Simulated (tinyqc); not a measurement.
MP2 on RHF in the sto-6g basis, frozen core, for H2O, spin multiplicity 1, step by step. Computed by tinyqc, a small Python program that keeps every step (integrals from PySCF). Settings: charge = 0, multiplicity = 1, basis = sto-6g, method = RHF, frozen orbitals = 1, energy threshold = 1e-10, iteration cap = 56, orthogonalisation = symmetric, start = atomic densities, DIIS depth = 6. Command: `OMP_NUM_THREADS=1 python tinyqc.py 26954 26955 out.jsonl` (the two numbers bound the seeds that draw the settings). One thread of a shared host (Intel(R) Xeon(R) Processor @ 2.60GHz), about 0.2 s of CPU time with the checks. The early iterations of the SCF are left out here.

## One-electron integrals

Geometry (angstrom):

| atom | x | y | z |
|---|---|---|---|
| O | 0.000000 | 0.000000 | 0.000000 |
| H | 0.000000 | 0.837000 | 0.751000 |
| H | 0.000000 | -0.837000 | 0.751000 |

Basis sto-6g: exponents (1/bohr^2) and contraction coefficients of normalised primitives:

| element | l (shell) | exponent | coefficient |
|---|---|---|---|
| O | s (1) | 1355.584234 | 0.009164 |
| O | s (1) | 248.544885 | 0.049361 |
| O | s (1) | 69.533902 | 0.168538 |
| O | s (1) | 23.886772 | 0.370563 |
| O | s (1) | 9.275933 | 0.416492 |
| O | s (1) | 3.820341 | 0.130334 |
| O | s (2) | 52.187762 | -0.013253 |
| O | s (2) | 10.329320 | -0.046992 |
| O | s (2) | 3.210345 | -0.033785 |
| O | s (2) | 1.235135 | 0.250242 |
| O | s (2) | 0.536420 | 0.595117 |
| O | s (2) | 0.245881 | 0.240706 |
| O | p (3) | 52.187762 | 0.003760 |
| O | p (3) | 10.329320 | 0.037679 |
| O | p (3) | 3.210345 | 0.173897 |
| O | p (3) | 1.235135 | 0.418036 |
| O | p (3) | 0.536420 | 0.425860 |
| O | p (3) | 0.245881 | 0.101708 |
| H | s (1) | 35.523221 | 0.009164 |
| H | s (1) | 6.513144 | 0.049361 |
| H | s (1) | 1.822143 | 0.168538 |
| H | s (1) | 0.625955 | 0.370563 |
| H | s (1) | 0.243077 | 0.416492 |
| H | s (1) | 0.100112 | 0.130334 |

Overlap, kinetic and nuclear-attraction integrals over the contracted functions; the nuclear repulsion is the sum of Za Zb / Rab.

nuclear repulsion = 7.84533006 hartree

overlap S:
```
           1O 1s     1O 2s    1O 2px     1O 2py    1O 2pz     2H 1s      3H 1s
1O 1s   1.000000  0.231145  0.000000   0.000000  0.000000  0.037708   0.037708
1O 2s   0.231145  1.000000  0.000000   0.000000  0.000000  0.374286   0.374286
1O 2px  0.000000  0.000000  1.000000   0.000000  0.000000  0.000000   0.000000
1O 2py  0.000000  0.000000  0.000000   1.000000  0.000000  0.246158  -0.246158
1O 2pz  0.000000  0.000000  0.000000   0.000000  1.000000  0.220866   0.220866
2H 1s   0.037708  0.374286  0.000000   0.246158  0.220866  1.000000   0.198918
3H 1s   0.037708  0.374286  0.000000  -0.246158  0.220866  0.198918   1.000000
```

kinetic energy T (hartree):
```
            1O 1s      1O 2s    1O 2px     1O 2py    1O 2pz      2H 1s      3H 1s
1O 1s   29.327197  -0.896024  0.000000   0.000000  0.000000  -0.006106  -0.006106
1O 2s   -0.896024   0.842618  0.000000   0.000000  0.000000   0.061556   0.061556
1O 2px   0.000000   0.000000  2.531309   0.000000  0.000000   0.000000   0.000000
1O 2py   0.000000   0.000000  0.000000   2.531309  0.000000   0.127709  -0.127709
1O 2pz   0.000000   0.000000  0.000000   0.000000  2.531309   0.114587   0.114587
2H 1s   -0.006106   0.061556  0.000000   0.127709  0.114587   0.768522  -0.003091
3H 1s   -0.006106   0.061556  0.000000  -0.127709  0.114587  -0.003091   0.768522
```

nuclear attraction V (hartree):
```
             1O 1s      1O 2s     1O 2px     1O 2py     1O 2pz      2H 1s      3H 1s
1O 1s   -62.199467  -6.368824   0.000000   0.000000  -0.015894  -1.187202  -1.187202
1O 2s    -6.368824  -9.937032   0.000000   0.000000  -0.184450  -2.849967  -2.849967
1O 2px    0.000000   0.000000  -9.879679   0.000000   0.000000   0.000000   0.000000
1O 2py    0.000000   0.000000   0.000000  -9.974327   0.000000  -1.654187   1.654187
1O 2pz   -0.015894  -0.184450   0.000000   0.000000  -9.955877  -1.536823  -1.536823
2H 1s    -1.187202  -2.849967   0.000000  -1.654187  -1.536823  -5.249301  -1.133385
3H 1s    -1.187202  -2.849967   0.000000   1.654187  -1.536823  -1.133385  -5.249301
```

core Hamiltonian H = T + V (hartree):
```
             1O 1s      1O 2s     1O 2px     1O 2py     1O 2pz      2H 1s      3H 1s
1O 1s   -32.872270  -7.264848   0.000000   0.000000  -0.015894  -1.193308  -1.193308
1O 2s    -7.264848  -9.094414   0.000000   0.000000  -0.184450  -2.788410  -2.788410
1O 2px    0.000000   0.000000  -7.348370   0.000000   0.000000   0.000000   0.000000
1O 2py    0.000000   0.000000   0.000000  -7.443018   0.000000  -1.526478   1.526478
1O 2pz   -0.015894  -0.184450   0.000000   0.000000  -7.424568  -1.422236  -1.422236
2H 1s    -1.193308  -2.788410   0.000000  -1.526478  -1.422236  -4.480779  -1.136476
3H 1s    -1.193308  -2.788410   0.000000   1.526478  -1.422236  -1.136476  -4.480779
```

## Two-electron integrals

Functions are numbered as in S; the eight-fold symmetry (ij|kl) = (ji|kl) = (kl|ij) leaves the list below.

Two-electron integrals (ij|kl) in chemists' order, unique and non-zero (hartree):
```
(11|11) 4.787491    (21|11) 0.675884    (21|21) 0.121505    (22|11) 1.117379
(22|21) 0.249212    (22|22) 0.817383    (31|31) 0.025762    (32|31) 0.039145
(32|32) 0.180664    (33|11) 1.117381    (33|21) 0.249212    (33|22) 0.817382
(33|33) 0.880663    (41|41) 0.025762    (42|41) 0.039145    (42|42) 0.180664
(43|43) 0.047461    (44|11) 1.117381    (44|21) 0.249212    (44|22) 0.817382
(44|33) 0.785741    (44|44) 0.880663    (51|51) 0.025762    (52|51) 0.039145
(52|52) 0.180664    (53|53) 0.047461    (54|54) 0.047461    (55|11) 1.117381
(55|21) 0.249212    (55|22) 0.817382    (55|33) 0.785741    (55|44) 0.785741
(55|55) 0.880663    (61|11) 0.117366    (61|21) 0.020234    (61|22) 0.040628
(61|33) 0.040542    (61|41) 0.000739    (61|42) 0.001448    (61|44) 0.040686
(61|51) 0.000663    (61|52) 0.001299    (61|54) 0.000129    (61|55) 0.040658
(61|61) 0.003434    (62|11) 0.300206    (62|21) 0.067966    (62|22) 0.248708
(62|33) 0.244482    (62|41) 0.004066    (62|42) 0.030681    (62|44) 0.251505
(62|51) 0.003648    (62|52) 0.027528    (62|54) 0.006302    (62|55) 0.250136
(62|61) 0.011394    (62|62) 0.096367    (63|31) 0.007352    (63|32) 0.042041
(63|43) 0.006252    (63|53) 0.005610    (63|63) 0.013219    (64|11) 0.166681
(64|21) 0.038253    (64|22) 0.149254    (64|33) 0.142653    (64|41) 0.009323
(64|42) 0.059178    (64|44) 0.159201    (64|51) 0.001769    (64|52) 0.015376
(64|54) 0.009238    (64|55) 0.145909    (64|61) 0.006688    (64|62) 0.070288
(64|64) 0.063862    (65|11) 0.149555    (65|21) 0.034323    (65|22) 0.133919
(65|33) 0.127996    (65|41) 0.001769    (65|42) 0.015376    (65|44) 0.131624
(65|51) 0.008939    (65|52) 0.055837    (65|54) 0.009508    (65|55) 0.142136
(65|61) 0.006001    (65|62) 0.063066    (65|64) 0.045439    (65|65) 0.053989
(66|11) 0.461437    (66|21) 0.106408    (66|22) 0.446782    (66|33) 0.429528
(66|41) 0.007815    (66|42) 0.081887    (66|44) 0.458203    (66|51) 0.007012
(66|52) 0.073474    (66|54) 0.025729    (66|55) 0.452613    (66|61) 0.017992
(66|62) 0.225315    (66|64) 0.187282    (66|65) 0.168040    (66|66) 0.774999
(71|11) 0.117366    (71|21) 0.020234    (71|22) 0.040628    (71|33) 0.040542
(71|41) -0.000739   (71|42) -0.001448   (71|44) 0.040686    (71|51) 0.000663
(71|52) 0.001299    (71|54) -0.000129   (71|55) 0.040658    (71|61) 0.003388
(71|62) 0.011046    (71|64) 0.005933    (71|65) 0.005822    (71|66) 0.017277
(71|71) 0.003434    (72|11) 0.300206    (72|21) 0.067966    (72|22) 0.248708
(72|33) 0.244482    (72|41) -0.004066   (72|42) -0.030681   (72|44) 0.251505
(72|51) 0.003648    (72|52) 0.027528    (72|54) -0.006302   (72|55) 0.250136
(72|61) 0.011046    (72|62) 0.078130    (72|64) 0.039445    (72|65) 0.049807
(72|66) 0.149023    (72|71) 0.011394    (72|72) 0.096367    (73|31) 0.007352
(73|32) 0.042041    (73|43) -0.006252   (73|53) 0.005610    (73|63) 0.010380
(73|73) 0.013219    (74|11) -0.166681   (74|21) -0.038253   (74|22) -0.149254
(74|33) -0.142653   (74|41) 0.009323    (74|42) 0.059178    (74|44) -0.159201
(74|51) -0.001769   (74|52) -0.015376   (74|54) 0.009238    (74|55) -0.145909
(74|61) -0.005933   (74|62) -0.039445   (74|64) -0.010048   (74|65) -0.024626
(74|66) -0.067949   (74|71) -0.006688   (74|72) -0.070288   (74|74) 0.063862
(75|11) 0.149555    (75|21) 0.034323    (75|22) 0.133919    (75|33) 0.127996
(75|41) -0.001769   (75|42) -0.015376   (75|44) 0.131624    (75|51) 0.008939
(75|52) 0.055837    (75|54) -0.009508   (75|55) 0.142136    (75|61) 0.005822
(75|62) 0.049807    (75|64) 0.024626    (75|65) 0.041595    (75|66) 0.103695
(75|71) 0.006001    (75|72) 0.063066    (75|74) -0.045439   (75|75) 0.053989
(76|11) 0.111135    (76|21) 0.025459    (76|22) 0.101964    (76|33) 0.099409
(76|44) 0.101098    (76|51) 0.002075    (76|52) 0.019001    (76|55) 0.105384
(76|61) 0.004231    (76|62) 0.040338    (76|64) 0.025476    (76|65) 0.029681
(76|66) 0.101282    (76|71) 0.004231    (76|72) 0.040338    (76|74) -0.025476
(76|75) 0.029681    (76|76) 0.021564    (77|11) 0.461437    (77|21) 0.106408
(77|22) 0.446782    (77|33) 0.429528    (77|41) -0.007815   (77|42) -0.081887
(77|44) 0.458203    (77|51) 0.007012    (77|52) 0.073474    (77|54) -0.025729
(77|55) 0.452613    (77|61) 0.017277    (77|62) 0.149023    (77|64) 0.067949
(77|65) 0.103695    (77|66) 0.312650    (77|71) 0.017992    (77|72) 0.225315
(77|74) -0.187282   (77|75) 0.168040    (77|76) 0.101282    (77|77) 0.774999
```

## Orthogonalisation

S = U s U^T; symmetric (Loewdin) form X = U s^(-1/2) U^T, so that X^T S X = 1.

eigenvalues of S: 0.449612  0.538492  0.882284  1.000000  1.105675  1.262590  1.761347

X:
```
            1O 1s      1O 2s    1O 2px     1O 2py     1O 2pz      2H 1s      3H 1s
1O 1s    1.022254  -0.131722  0.000000   0.000000  -0.006973   0.016686   0.016686
1O 2s   -0.131722   1.144947  0.000000   0.000000   0.071699  -0.210425  -0.210425
1O 2px   0.000000   0.000000  1.000000   0.000000   0.000000   0.000000   0.000000
1O 2py   0.000000   0.000000  0.000000   1.061406   0.000000  -0.160721   0.160721
1O 2pz  -0.006973   0.071699  0.000000   0.000000   1.041430  -0.122018  -0.122018
2H 1s    0.016686  -0.210425  0.000000  -0.160721  -0.122018   1.121566  -0.069717
3H 1s    0.016686  -0.210425  0.000000   0.160721  -0.122018  -0.069717   1.121566
```

## Iteration 8 (converged): orbitals

converged F (hartree):
```
             1O 1s      1O 2s     1O 2px     1O 2py     1O 2pz      2H 1s      3H 1s
1O 1s   -20.533311  -4.965872   0.000000   0.000000  -0.024249  -0.817686  -0.817686
1O 2s    -4.965872  -2.308789   0.000000   0.000000  -0.072711  -0.764755  -0.764755
1O 2px    0.000000   0.000000  -0.398059   0.000000   0.000000   0.000000   0.000000
1O 2py    0.000000   0.000000   0.000000  -0.231918   0.000000  -0.336123   0.336123
1O 2pz   -0.024249  -0.072711   0.000000   0.000000  -0.272438  -0.339226  -0.339226
2H 1s    -0.817686  -0.764755   0.000000  -0.336123  -0.339226  -0.404050  -0.264364
3H 1s    -0.817686  -0.764755   0.000000   0.336123  -0.339226  -0.264364  -0.404050
```

Diagonalise F' = X^T F X, C = X C', fill 5 alpha and 5 beta electrons from the bottom; D = 2 C_occ C_occ^T. Each column has its largest component positive (the first on a tie).

F' = X^T F X (hartree):
```
            1          2          3          4          5          6          7
1  -20.209162  -2.499027   0.000000   0.000000  -0.046063  -0.109813  -0.109813
2   -2.499027  -1.290279   0.000000   0.000000   0.102438  -0.382669  -0.382669
3    0.000000   0.000000  -0.398059   0.000000   0.000000   0.000000   0.000000
4    0.000000   0.000000   0.000000  -0.039135   0.000000  -0.376063   0.376063
5   -0.046063   0.102438   0.000000   0.000000  -0.137385  -0.308787  -0.308787
6   -0.109813  -0.382669   0.000000  -0.376063  -0.308787  -0.030019  -0.077222
7   -0.109813  -0.382669   0.000000   0.376063  -0.308787  -0.077222  -0.030019
```

orbital energies (hartree): MO1 -20.536215, MO2 -1.215970, MO3 -0.529548, MO4 -0.455054, MO5 -0.398059, MO6 0.463171, MO7 0.537616

coefficients C:
```
              MO1        MO2        MO3        MO4       MO5        MO6        MO7
1O 1s    0.996889  -0.228367   0.000000   0.087604  0.000000  -0.096670   0.000000
1O 2s    0.014005   0.896463   0.000000  -0.478939  0.000000   0.623481   0.000000
1O 2px   0.000000   0.000000   0.000000   0.000000  1.000000   0.000000   0.000000
1O 2py   0.000000   0.000000   0.626215   0.000000  0.000000   0.000000   0.886622
1O 2pz   0.002343   0.083557   0.000000   0.721563  0.000000   0.769352   0.000000
2H 1s   -0.002655   0.135816   0.452884   0.344481  0.000000  -0.689579  -0.728220
3H 1s   -0.002655   0.135816  -0.452884   0.344481  0.000000  -0.689579   0.728220
```

D after iteration 8:
```
            1O 1s      1O 2s    1O 2px     1O 2py     1O 2pz      2H 1s      3H 1s
1O 1s    2.107227  -0.465436  0.000000   0.000000   0.092932  -0.006970  -0.006970
1O 2s   -0.465436   2.066449  0.000000   0.000000  -0.541291  -0.086536  -0.086536
1O 2px   0.000000   0.000000  2.000000   0.000000   0.000000   0.000000   0.000000
1O 2py   0.000000   0.000000  0.000000   0.784292   0.000000   0.567206  -0.567206
1O 2pz   0.092932  -0.541291  0.000000   0.000000   1.055280   0.519813   0.519813
2H 1s   -0.006970  -0.086536  0.000000   0.567206   0.519813   0.684448  -0.135967
3H 1s   -0.006970  -0.086536  0.000000  -0.567206   0.519813  -0.135967   0.684448
```

## Convergence

Stop when the energy changes by less than 1e-10 hartree and every element of the error matrix X^T (F D S - S D F) X is below 3e-06.

Course of the cycle:

| iteration | E (hartree) | change | largest element of the error matrix |
|---|---|---|---|
| 1 | -75.84733219 | - | 9.33e-01 |
| 2 | -75.59613182 | 2.51e-01 | 2.03e-01 |
| 3 | -75.64745323 | -5.13e-02 | 3.10e-02 |
| 4 | -75.64900416 | -1.55e-03 | 4.42e-03 |
| 5 | -75.64903594 | -3.18e-05 | 3.56e-04 |
| 6 | -75.64903638 | -4.42e-07 | 1.21e-04 |
| 7 | -75.64903645 | -6.49e-08 | 4.14e-07 |
| 8 | -75.64903645 | -3.55e-13 | 9.59e-10 |

PySCF RHF in the same basis = -75.64903645 hartree

Converged in 8 iterations.

## Integrals over molecular orbitals

(pq|rs) = sum C_ip C_jq C_kr C_ls (ij|kl), one index at a time.

one-electron integrals over orbitals h = C^T H C (hartree):
```
            1          2          3          4          5          6          7
1  -32.859817   0.578717   0.000000  -0.215356   0.000000   0.248019   0.000000
2    0.578717  -7.609081   0.000000   0.553806   0.000000  -1.206436   0.000000
3    0.000000   0.000000  -6.022259   0.000000   0.000000   0.000000  -1.760248
4   -0.215356   0.553806   0.000000  -6.519994   0.000000  -1.361478   0.000000
5    0.000000   0.000000   0.000000   0.000000  -7.348370   0.000000   0.000000
6    0.248019  -1.206436   0.000000  -1.361478   0.000000  -5.382806   0.000000
7    0.000000   0.000000  -1.760248   0.000000   0.000000   0.000000  -5.455627
```

Two-electron integrals over orbitals (pq|rs), unique and non-zero (hartree); the lowest 1 orbital is frozen and left out:
```
(22|22) 0.728623    (32|32) 0.128576    (33|22) 0.618931    (33|33) 0.595628
(42|22) -0.027687   (42|33) 0.001944    (42|42) 0.129748    (43|32) 0.025857
(43|43) 0.057751    (44|22) 0.655301    (44|33) 0.565669    (44|42) -0.088831
(44|44) 0.684608    (52|52) 0.151525    (53|53) 0.026868    (54|52) -0.044721
(54|54) 0.047386    (55|22) 0.757966    (55|33) 0.605369    (55|42) -0.083367
(55|44) 0.680600    (55|55) 0.880663    (62|22) 0.131974    (62|33) 0.069570
(62|42) 0.033531    (62|44) 0.057430    (62|55) 0.138719    (62|62) 0.096082
(63|32) -0.030980   (63|43) -0.036574   (63|63) 0.069872    (64|22) 0.132121
(64|33) 0.052206    (64|42) -0.057508   (64|44) 0.131720    (64|55) 0.155885
(64|62) 0.056780    (64|64) 0.105545    (65|52) 0.049002    (65|54) 0.006762
(65|65) 0.034043    (66|22) 0.601085    (66|33) 0.552410    (66|42) 0.043556
(66|44) 0.550063    (66|55) 0.585002    (66|62) 0.096067    (66|64) 0.056481
(66|66) 0.588730    (72|32) 0.055074    (72|43) -0.031881   (72|63) 0.029872
(72|72) 0.067382    (73|22) 0.165370    (73|33) 0.090444    (73|42) -0.081931
(73|44) 0.133928    (73|55) 0.202965    (73|62) 0.066068    (73|64) 0.107522
(73|66) 0.046764    (73|73) 0.163632    (74|32) -0.073277   (74|43) -0.016816
(74|63) 0.054455    (74|72) -0.015666   (74|74) 0.073614    (75|53) 0.023798
(75|75) 0.024173    (76|32) 0.081506    (76|43) 0.063413    (76|63) -0.061394
(76|72) -0.005887   (76|74) -0.062586   (76|76) 0.110481    (77|22) 0.602440
(77|33) 0.580160    (77|42) -0.014763   (77|44) 0.569273    (77|55) 0.599378
(77|62) 0.059143    (77|64) 0.047750    (77|66) 0.551642    (77|73) 0.086344
(77|77) 0.588324
```

## Second-order Moller-Plesset energy

Hartree-Fock energy = -75.64903645 hartree

E2 = sum_ijab (ia|jb) [2 (ia|jb) - (ib|ja)] / (e_i + e_j - e_a - e_b) over occupied i, j and virtual a, b; the opposite-spin part is (ia|jb)^2 / denominator, the rest is same-spin, and SCS-MP2 scales them by 6/5 and 1/3.

Terms:

| i | j | a | b | (ia\|jb) | (ib\|ja) | denominator | term |
|---|---|---|---|---|---|---|---|
| 3 | 3 | 7 | 7 | 0.163632 | 0.163632 | -2.134329 | -0.012545 |
| 3 | 4 | 7 | 6 | 0.107522 | 0.054455 | -1.985389 | -0.008697 |
| 4 | 3 | 6 | 7 | 0.107522 | 0.054455 | -1.985389 | -0.008697 |
| 4 | 4 | 6 | 6 | 0.105545 | 0.105545 | -1.836449 | -0.006066 |
| 2 | 2 | 6 | 6 | 0.096082 | 0.096082 | -3.358283 | -0.002749 |
| 4 | 4 | 7 | 7 | 0.073614 | 0.073614 | -1.985340 | -0.002730 |
| 3 | 2 | 7 | 6 | 0.066068 | 0.029872 | -2.746306 | -0.002460 |
| 2 | 3 | 6 | 7 | 0.066068 | 0.029872 | -2.746306 | -0.002460 |
| 3 | 3 | 6 | 6 | 0.069872 | 0.069872 | -1.985438 | -0.002459 |
| 2 | 2 | 7 | 7 | 0.067382 | 0.067382 | -3.507174 | -0.001295 |
| 4 | 2 | 6 | 6 | 0.056780 | 0.056780 | -2.597366 | -0.001241 |
| 2 | 4 | 6 | 6 | 0.056780 | 0.056780 | -2.597366 | -0.001241 |
| 5 | 5 | 6 | 6 | 0.034043 | 0.034043 | -1.722459 | -0.000673 |
| 5 | 5 | 7 | 7 | 0.024173 | 0.024173 | -1.871350 | -0.000312 |
| 4 | 2 | 7 | 7 | -0.015666 | -0.015666 | -2.746257 | -0.000089 |
| 2 | 4 | 7 | 7 | -0.015666 | -0.015666 | -2.746257 | -0.000089 |
| 2 | 3 | 7 | 6 | 0.029872 | 0.066068 | -2.746306 | 0.000069 |
| 3 | 2 | 6 | 7 | 0.029872 | 0.066068 | -2.746306 | 0.000069 |
| 4 | 3 | 7 | 6 | 0.054455 | 0.107522 | -1.985389 | -0.000038 |
| 3 | 4 | 6 | 7 | 0.054455 | 0.107522 | -1.985389 | -0.000038 |

Pair energies (hartree; pair i-j sums ij and ji):

| pair | opposite spin | same spin |
|---|---|---|
| 2-2 | -0.004044 | 0.000000 |
| 3-2 | -0.003829 | -0.000954 |
| 3-3 | -0.015004 | 0.000000 |
| 4-2 | -0.002661 | 0.000000 |
| 4-3 | -0.014633 | -0.002837 |
| 4-4 | -0.008795 | 0.000000 |
| 5-5 | -0.000985 | 0.000000 |

MP2 correlation energy = -0.05374207 hartree

SCS-MP2 correlation energy = -0.06120502 hartree

MP2 total energy = -75.70277852 hartree
